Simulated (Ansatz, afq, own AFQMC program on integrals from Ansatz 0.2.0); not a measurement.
**CN, doublet → CN⁺, triplet**

```csv
atom,x (Å),y (Å),z (Å)
N,0.0000,0.0000,0.0000
C,0.0000,0.0000,1.1601
```

E(triplet, charge +1) − E(doublet, charge +0) at this geometry, on UHF and UHF determinants.

Basis 6-31G. Noble-gas cores (and the filled d shells of Ga–Kr and In–Xe) are frozen. Integrals, coupled cluster, full CI and functionals: Ansatz 0.2.0; the random walks run on the same integrals in our own AFQMC program. The CISD trial takes its coefficients from CCSD amplitudes. Released means that phaseless walkers are propagated on without the constraint, phases kept. Error bars are statistical, one sigma. The errors of all members are added in quadrature.

Full CI on the same integrals is exact in this basis and with this determinant's frozen core.

Errors are counted within 6-31G, not against nature.

Cautions: CN (doublet): strong correlation (T1 0.093, weight of the determinant 0.75, largest double 0.12), unrestricted determinant spin contaminated (⟨S²⟩ 1.22 against 0.75), the released energies are still falling, so no released level is given (meV from the phaseless value at times in 1/Eh: -21 ± 4 at 0.24, -27 ± 4 at 0.51, -38 ± 5 at 0.99, -44 ± 5 at 1.62, -49 ± 4 at 2.40), its ph-AFQMC/CISD value lies 29 ± 4 meV above full CI; CN⁺ (triplet): another spin lies lower, strong correlation (T1 0.072, weight of the determinant 0.83, largest double 0.13), unrestricted determinant spin contaminated (⟨S²⟩ 2.18 against 2.00), in a space of 8 electrons in 9 natural orbitals full CI finds another state of this spin 18 meV below the state of CCSD(T), in a space of 8 electrons in 9 natural orbitals full CI finds another state of this spin 14 meV below the state of CCSDT(Q), in a space of 8 electrons in 9 natural orbitals full CI finds another state of this spin 14 meV below the state of CCSDTQ, the released energies have errors that jump between times, so the bars are unsure, so no released level is given (meV from the phaseless value at times in 1/Eh: -19 ± 3 at 0.24, -2321 ± 2290 at 0.51, 53 ± 99 at 0.99, -63 ± 7 at 1.62, -58 ± 3 at 2.40), its ph-AFQMC/CISD value lies 45.9 ± 2.5 meV above full CI; this isn't the first ionization.

Reference (full CI): 13.920 eV.

```
        level  vertical ionization energy (eV)  error against FCI (eV)
           HF                           12.939                  -0.981
          MP2                           13.623                  -0.297
         CCSD                           13.870                  -0.050
      CCSD(T)                           13.908                  -0.013
ph-AFQMC/CISD                   13.937 ± 0.005           0.017 ± 0.005
```

Correlation beyond CCSD(T) adds 0.013 eV. The perturbative (T) step is worth +0.038 eV. Where the cautions show a poor determinant, the low rows tell how each method copes with it, not its usual error.

A walk keeps the symmetry of its determinant, which the program's search chose and which needn't be the lowest solution, so a lower state of the same spin and another symmetry isn't excluded.
